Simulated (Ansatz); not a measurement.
Rutile CrO₂ was calculated with revPBE (Ansatz, a quantum-chemistry and plane-wave program, PAW).

Run with plane-wave cutoff 520 eV, 12×12×18 k mesh (along the axes of the cell as run), Fermi–Dirac smearing 0.05 eV, spin-polarised with parallel moments, scalar-relativistic PAW data made under PBE.

Response to compression and expansion:

Shape and atoms are relaxed at each volume.

```
V (Å³/atom)  P (GPa)  c (Å)  a (Å)
-----------  -------  -----  -----
9.408           9.70  2.909  4.405
9.604           4.55  2.923  4.440
9.800          -0.01  2.937  4.475
9.996          -4.02  2.949  4.510
10.192         -7.54  2.960  4.546
```

Note: the bulk modulus comes from volumes at which shape and atoms were relaxed.
